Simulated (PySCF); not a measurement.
Compound: C3H10N (charge +1).
Numbering: `[CH3:1][CH2:2][NH2+:3][CH3:4]` (hydrogens: H5, H6, H7 on C1; H8, H9 on C2; H10, H11 on N3; H12, H13, H14 on C4)

The same species was optimised twice, with GFN2-xTB and with PBE0-D3(BJ)/def2-SVP (PySCF), and the same property calculations (PySCF, gas phase) were run on both structures.

```
     coordinate  GFN2-xTB  PBE0-D3(BJ)/def2-SVP  change
      C1–H6 (Å)     1.087                 1.101  +0.014
      C1–H5 (Å)     1.087                 1.101  +0.014
      C1–H7 (Å)     1.086                 1.099  +0.013
      C2–N3 (Å)     1.492                 1.501  +0.009
      N3–C4 (Å)     1.476                 1.485  +0.009
     C4–H14 (Å)     1.088                 1.097  +0.009
     C4–H13 (Å)     1.088                 1.097  +0.009
     C4–H12 (Å)     1.088                 1.097  +0.009
      C2–H9 (Å)     1.091                 1.100  +0.009
      C2–H8 (Å)     1.091                 1.100  +0.009
      C1–C2 (Å)     1.517                 1.509  -0.008
     N3–H11 (Å)     1.029                 1.029   0.000
     N3–H10 (Å)     1.029                 1.029   0.000
 H10–N3–H11 (°)     106.9                 104.7    -2.2
   N3–C2–H8 (°)     108.2                 106.3    -1.9
   N3–C2–H9 (°)     108.2                 106.3    -1.9
   C1–C2–H8 (°)     110.6                 112.3    +1.7
   C1–C2–H9 (°)     110.6                 112.3    +1.7
  N3–C4–H13 (°)     110.0                 108.8    -1.2
  N3–C4–H12 (°)     110.0                 108.8    -1.2
 H13–C4–H14 (°)     108.9                 110.0    +1.1
C1–C2–N3–C4 (°)       180                   178      -2
```

Rotational constants: A = 23763, B = 3808, C = 3565 MHz (GFN2-xTB) against A = 23724, B = 3753, C = 3519 MHz (PBE0-D3(BJ)/def2-SVP). Atoms that the bonding makes alike are paired by their places after alignment.

On the GFN2-xTB structure: lowest singlet, TDDFT (eV) 9.77 [wB97X-D/def2-SVPD]; lowest triplet, Tamm–Dancoff (eV) 9.69 [wB97X-D/def2-SVPD]; isotropic polarisability (au) 42.3 [wB97X-D/def2-SVPD]; HOMO (eV) -17.03 [wB97X-D/def2-SVPD]; LUMO (eV) -2.79 [wB97X-D/def2-SVPD]; HOMO (eV) -15.11 [PBE0/pcSseg-1]; LUMO (eV) -4.49 [PBE0/pcSseg-1]; GIAO shielding of C1 (ppm) 171.6 [PBE0/pcSseg-1]; GIAO shielding of C2 (ppm) 134.4 [PBE0/pcSseg-1]; GIAO shielding of N3 (ppm) 194.6 [PBE0/pcSseg-1]; GIAO shielding of C4 (ppm) 149.4 [PBE0/pcSseg-1]; C1s of C1 (eV) 295.70 [delta-SCF UKS SCAN, pcX-2 on the ionised atom, pcseg-1 elsewhere, spin-free X2C]; C1s of C2 (eV) 297.57 [delta-SCF UKS SCAN, pcX-2 on the ionised atom, pcseg-1 elsewhere, spin-free X2C]; N1s of N3 (eV) 414.35 [delta-SCF UKS SCAN, pcX-2 on the ionised atom, pcseg-1 elsewhere, spin-free X2C]; C1s of C4 (eV) 297.68 [delta-SCF UKS SCAN, pcX-2 on the ionised atom, pcseg-1 elsewhere, spin-free X2C].

Question: What do these properties become on the PBE0-D3(BJ)/def2-SVP structure?

Answer: 
```
                                    property                                                                            level  on GFN2-xTB  on PBE0-D3(BJ)/def2-SVP  change
                  lowest singlet, TDDFT (eV)                                                                wB97X-D/def2-SVPD         9.77                     9.71   -0.06
           lowest triplet, Tamm–Dancoff (eV)                                                                wB97X-D/def2-SVPD         9.69                     9.62   -0.07
               isotropic polarisability (au)                                                                wB97X-D/def2-SVPD         42.3                     42.9    +0.6
                                   HOMO (eV)                                                                wB97X-D/def2-SVPD       -17.03                   -16.94   +0.09
                                   LUMO (eV)                                                                wB97X-D/def2-SVPD        -2.79                    -2.78   +0.01
energy, GFN2-xTB geometry as zero (kcal/mol)                                                                wB97X-D/def2-SVPD          0.0                     -0.6    -0.6
                                   HOMO (eV)                                                                    PBE0/pcSseg-1       -15.11                   -15.03   +0.08
                                   LUMO (eV)                                                                    PBE0/pcSseg-1        -4.49                    -4.48   +0.01
energy, GFN2-xTB geometry as zero (kcal/mol)                                                                    PBE0/pcSseg-1          0.0                     -0.6    -0.6
                  GIAO shielding of C1 (ppm)                                                                    PBE0/pcSseg-1        171.6                    170.7    -0.9
                  GIAO shielding of C2 (ppm)                                                                    PBE0/pcSseg-1        134.4                    132.2    -2.2
                  GIAO shielding of N3 (ppm)                                                                    PBE0/pcSseg-1        194.6                    193.4    -1.2
                  GIAO shielding of C4 (ppm)                                                                    PBE0/pcSseg-1        149.4                    146.9    -2.5
                              C1s of C1 (eV)  delta-SCF UKS SCAN, pcX-2 on the ionised atom, pcseg-1 elsewhere, spin-free X2C       295.70                   295.78   +0.08
                              C1s of C2 (eV)  delta-SCF UKS SCAN, pcX-2 on the ionised atom, pcseg-1 elsewhere, spin-free X2C       297.57                   297.61   +0.04
                              N1s of N3 (eV)  delta-SCF UKS SCAN, pcX-2 on the ionised atom, pcseg-1 elsewhere, spin-free X2C       414.35                   414.23   -0.12
                              C1s of C4 (eV)  delta-SCF UKS SCAN, pcX-2 on the ionised atom, pcseg-1 elsewhere, spin-free X2C       297.68                   297.74   +0.06
```

The heavy atoms differ by 0.017 Å rms after alignment. Among all bonds C1–H5, C1–H6 and C1–H7 change most and about equally (+0.013 to +0.014 Å). Changes are differences of the printed values. Neither structure is proved a minimum here. One conformer (not necessarily the lowest) at the PBE0-D3(BJ)/def2-SVP geometry, without solvent, vibrations or thermal averaging.

The values belong to the conformer `[CH3:1][CH2:2][NH2+:3][CH3:4]`: C1–C2–N3–C4 178°.

Note: wB97X-D ran without an empirical dispersion term, which enters the total energy and its gradient alone.
